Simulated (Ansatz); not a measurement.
# Mixing energy, order and entropy in Ti2VPt13

Method: DFT PBE, scalar-relativistic, plane waves, PAW in Ansatz 0.2.0.

Plane waves to 420 eV, a k mesh through Γ of 7×7×4 on the computed 16-atom cell and Gaussian smearing (0.10 eV); no spin polarisation.

Cells of 16 atoms on a hcp lattice, 13 Pt, 1 V, 2 Ti, each occupation relaxed without symmetry on a coarser mesh and computed once more. α is the first-shell Warren–Cowley parameter of unlike pairs (negative: unlike neighbours in excess, 0: random), given as its mean and root mean square over the pairs, since a mean near 0 can hide order that cancels. ΔH counts from the elements in their standard crystals.

```json
{"cell": "1", "mean α": "-0.13", "rms α": "0.19", "ΔH (meV/atom)": "-444", "V (Å³/atom)": "15.51", "rms shift from sites (Å)": "0.12"}
{"cell": "2", "mean α": "-0.44", "rms α": "0.97", "ΔH (meV/atom)": "-373", "V (Å³/atom)": "15.53", "rms shift from sites (Å)": "0.10"}
{"cell": "3", "mean α": "0.25", "rms α": "0.59", "ΔH (meV/atom)": "-414", "V (Å³/atom)": "15.47", "rms shift from sites (Å)": "0.07"}
```

Q: Weigh the mixing energy against the ideal entropy.

A: Ideal mixing gives S = −k_B Σ x ln x = 0.602 k_B per atom (5.0 J/(mol K)), worth 52 meV/atom at 1000 K. The cell nearest to random, 1, has ΔH = -444 meV/atom. It is already below the pure elements, so the rivals are ordered compounds, not the elements: strong attraction usually means ordering on cooling. ΔH includes the cost of putting the elements on this lattice where they prefer another, and what the coarser relaxation leaves, which can only raise it; vibrational entropy is left out.

The final mesh leaves forces up to 0.21 eV/Å and stresses up to 1.4 GPa.

Spin–orbit coupling is left out, which can shift energies with elements as heavy as these. Spin polarisation was left out, and a magnetic state may lie lower.

Cost: 6 runs of about 65 core-minutes in all (earlier runs that led there not counted), on Intel Xeon Processor @ 2.50GHz (Skylake/Cascade Lake) (shared hosts).